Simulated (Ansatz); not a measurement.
Relaxation of C₂H₇Al (10 atoms, charge 0, multiplicity 1), to a largest force component of 0.03 eV/Å in at most 50 steps.

All numbers below come from RKS PBE0/6-31G* in Ansatz.

```xyz
10
Properties=species:S:1:pos:R:3
Al 0.288 0.812 -1.329
C 1.262 -0.068 1.562
H 0.201 -0.317 1.479
H 1.687 -0.600 2.418
H 1.386 1.009 1.707
H 1.803 -0.375 0.652
C -1.479 0.001 -0.838
H -1.413 -1.022 -0.435
H -2.020 0.606 -0.088
H -2.131 -0.048 -1.728
```

Question: Where does it end, and by what steps?

Answer: The forces met the threshold. The force dipped under the threshold on the way, but the program's further checks kept it going. After 6 steps the energy has fallen by 0.049 eV; Al1 moved furthest, 0.46 Å.

```csv
step,energy less start (eV),largest force component (eV/Å),accepted
0,0.0000,0.235,yes
1,-0.0360,0.122,yes
2,-0.0343,0.371,no
3,-0.0446,0.036,yes
4,-0.0477,0.038,yes
5,-0.0489,0.016,yes
6,-0.0492,0.013,yes
```

```xyz
10
Properties=species:S:1:pos:R:3
Al 0.043 0.906 -1.706
C 1.403 -0.102 1.729
H 0.361 -0.381 1.550
H 1.732 -0.533 2.678
H 1.489 0.987 1.777
H 2.034 -0.482 0.921
C -1.612 0.037 -0.996
H -1.428 -0.999 -0.670
H -2.027 0.575 -0.129
H -2.410 -0.007 -1.754
```

Whether the end is a true minimum wasn't checked by a vibrational analysis.

The run took 18 s on 1 thread of Arm Neoverse V1, on a shared host, peak memory 0.12 GiB.
